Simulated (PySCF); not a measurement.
Electronic absorption of C5H8

C5H8.
InChI=1S/C5H8/c1-2-5-3-4-5/h3H,2,4H2,1H3

Method used: TDDFT PBE0/def2-SVPD, vertical, gas phase, core orbitals frozen in the response in PySCF. Isolated species at its GFN2-xTB geometry (one conformer only). Torsions of this conformer, `[CH3:1][CH2:2][C:3]1=[CH:4][CH2:5]1`: C1–C2–C3–C4 0°.

Problem. List the vertical singlet excitations with oscillator strengths and describe the spectrum.

Solution. 

```
state  λ (nm)  E (eV)       f  |μ| (D)  symmetry  main configurations (H = HOMO, L = LUMO)
   S1   191.7    6.47   0.126     2.27        A′                                 H→L (95%)
   S2   190.2    6.52  0.0000     0.03         –                               H→L+1 (94%)
   S3   187.6    6.61  0.0023     0.30        A″                               H-1→L (98%)
   S4   175.2    7.08   0.023     0.93        A″                               H→L+2 (93%)
   S5   170.7    7.26  0.0007     0.16         –                               H→L+3 (94%)
   S6   161.3    7.69  0.0008     0.16         –                               H-2→L (95%)
```

Triplets, Tamm–Dancoff:

```tsv
state	E (eV)	λ (nm)	main configurations (H = HOMO, L = LUMO)
T1	4.14	299.5	H→L (96%)
T2	6.18	200.8	H-1→L (98%)
```

The lowest singlet comes at 192 nm (624 kJ/mol) in the vacuum ultraviolet; it is of moderate strength; its leading configuration is HOMO→LUMO (95%). The lowest level is also the most intense of those listed (f = 0.126). Löwdin shares by element: HOMO carbon 75% or more, hydrogen 7% or more (atoms not listed hold the other 18%); LUMO carbon 76% or more, hydrogen 9% or more (atoms not listed hold the other 15%). The oscillator strengths of these states sum to 0.153; summed over the whole spectrum of an exact calculation they would give the number of electrons, 38 (Thomas–Reiche–Kuhn). Orbital energies (eV): HOMO-3 -10.07, HOMO-2 -9.30, HOMO-1 -8.02, HOMO -6.82, LUMO 0.46, LUMO+1 0.82, LUMO+2 1.39. Weighted by f, the mean energy of these states is 6.57 eV. Symmetry labels in Cs follow from the direction of the transition dipole and are given only for states with f of 0.002 or more. The window holds the lowest 6 singlets.
